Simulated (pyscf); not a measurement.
Single points on ωB97X-D3(BJ)/def2-SVP structures (PySCF, gas phase). MP2 and CC: frozen core, UHF for open shells. ΔMP2 is the change of the MP2 total energy from the triple- to the quadruple-zeta basis.

Question: Estimate the classical barrier height and the reaction energy of O=Ge(OH)–F (SMILES [O]=[Ge]([OH])[F]) → O=Ge=O (SMILES [O]=[Ge]=[O]) + HF (SMILES F) at CCSD(T)/def2-TZVPP + ΔMP2(QZVPP). The step runs on the singlet surface, breaks F–Ge, H–O and forms F–H; take the reactant's lowest minimum found as zero.

Answer: ΔE‡ = 45.7 kcal/mol, ΔE = +49.5 kcal/mol. Zero-point energy shifts the barrier by -2.1 kcal/mol. It is an elimination, with an imaginary mode of 448i cm⁻¹. On the product side the descent ends in a bound adduct, 9.7 kcal/mol under the separated species and 1.5 kcal/mol under the saddle at ωB97X-D3(BJ)/def2-TZVP. At CCSD(T) the saddle lies under the separated products, which points to a path from their complex (located at ωB97X-D3(BJ) alone), and parting the products costs more than the saddle. One saddle was located; it need not be the lowest between these sides. The CCSD(T) − MP2 part came from Ansatz, without density fitting, on the same reference. The frozen core leaves the outer d or s,p core shells of the metals and heavy elements correlated in the MP2 and CC values, and def2-TZVPP describes them poorly, which can shift differences by a few kcal/mol. Elements up to Kr have no core potential and no relativistic terms here.
